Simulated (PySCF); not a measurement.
# Fractional electron number in F (fluorine, neutral)

The 2p beta orbital of [He] 2s2 2p5 is emptied in steps (occupation f), with all orbitals relaxed, ending at [He] 2s2 2p4. Calculation: PySCF 2.14, in jorge-DZP-DKH; the spin-free X2C one-electron Hamiltonian (Gaussian nucleus). The exact energy is a straight line in f; departures are measured from the line between the end points of the same method.

```json
{"f": "1", "UHF (eV)": "0.000", "LDA (eV)": "0.000", "PBE (eV)": "0.000", "PBE0 (eV)": "0.000", "r2SCAN (eV)": "0.000", "LC-wPBE (eV)": "0.000", "BHandHLYP (eV)": "0.000", "wB97X (eV)": "0.000", "r2SCAN0 (eV)": "0.000", "TPSS (eV)": "0.000"}
{"f": "0.75", "UHF (eV)": "0.473", "LDA (eV)": "-1.514", "PBE (eV)": "-1.461", "PBE0 (eV)": "-0.976", "r2SCAN (eV)": "-1.323", "LC-wPBE (eV)": "-0.477", "BHandHLYP (eV)": "-0.514", "wB97X (eV)": "-0.492", "r2SCAN0 (eV)": "-0.879", "TPSS (eV)": "-1.372"}
{"f": "0.5", "UHF (eV)": "0.597", "LDA (eV)": "-2.027", "PBE (eV)": "-1.947", "PBE0 (eV)": "-1.298", "r2SCAN (eV)": "-1.739", "LC-wPBE (eV)": "-0.629", "BHandHLYP (eV)": "-0.694", "wB97X (eV)": "-0.648", "r2SCAN0 (eV)": "-1.154", "TPSS (eV)": "-1.820"}
{"f": "0.25", "UHF (eV)": "0.425", "LDA (eV)": "-1.525", "PBE (eV)": "-1.454", "PBE0 (eV)": "-0.967", "r2SCAN (eV)": "-1.273", "LC-wPBE (eV)": "-0.461", "BHandHLYP (eV)": "-0.527", "wB97X (eV)": "-0.475", "r2SCAN0 (eV)": "-0.843", "TPSS (eV)": "-1.353"}
{"f": "0", "UHF (eV)": "0.000", "LDA (eV)": "0.000", "PBE (eV)": "0.000", "PBE0 (eV)": "0.000", "r2SCAN (eV)": "0.000", "LC-wPBE (eV)": "0.000", "BHandHLYP (eV)": "0.000", "wB97X (eV)": "0.000", "r2SCAN0 (eV)": "0.000", "TPSS (eV)": "0.000"}
```

Question: For LDA, how does the orbital energy at f = 1 compare with the removal energy?

Answer: −ε = 9.801 eV against a total-energy difference of 17.831 eV. By Janak's theorem ε = ∂E/∂f, so the gap between them reflects the curvature. Along the path −ε is 13.766 (f = 0.75), 17.801 (f = 0.5), 21.884 (f = 0.25) eV.

```tsv
method	E(f=0) − E(f=1) (eV)	−ε at f=1 (eV)	−ε at f=0.5 (eV)
UHF	15.684	18.354	15.557
LDA	17.831	9.801	17.801
PBE	17.532	9.746	17.551
PBE0	17.390	12.181	17.412
r2SCAN	17.497	10.379	17.623
LC-wPBE	17.648	15.094	17.687
BHandHLYP	17.276	14.568	17.241
wB97X	17.377	14.744	17.420
r2SCAN0	17.354	12.616	17.448
TPSS	17.339	10.005	17.389
```

Reference removal energy between the ground levels: 17.423 eV (measured; NIST Atomic Spectra Database, ionization energies). The calculation has no spin-orbit coupling. UHF lacks correlation.
